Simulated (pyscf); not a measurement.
Structures and frequencies: ωB97X-D3(BJ)/def2-SVP in PySCF. MP2 and CC: frozen core, UHF for open shells. ΔMP2 is the change of the MP2 total energy from the triple- to the quadruple-zeta basis.

SMILES: FC=C=C
```xyz
7

C     -0.5157    -0.8348    -0.5735
C     -0.0786     0.3998    -0.5742
C      0.3670     1.6318    -0.6120
F      0.3777     2.4374     0.4620
H      0.1535    -1.6745    -0.3516
H     -1.5652    -1.0664    -0.7907
H      0.7659     2.1084    -1.5135
```

**Question.** What is the homolytic dissociation enthalpy (298 K, CCSD(T)/def2-TZVPP + ΔMP2(QZVPP)) of the C–F bond of H₂C=C=CH–F (SMILES C=C=CF), to HC≡C–CH₂• + F•?

**Answer.** C–F to HC≡C–CH₂• + F•: 97.2 kcal/mol. The radicals are drawn with the spin at the cut bond; how far it spreads was not checked. Other isomers of HC≡C–CH₂• were not searched in full and may lie lower. The CCSD(T) − MP2 part came from Ansatz, without density fitting, on the same reference. A UHF reference is spin-contaminated (<S²> up to 0.98), which harms MP2 most. Left out: the spin-orbit lowering of F.
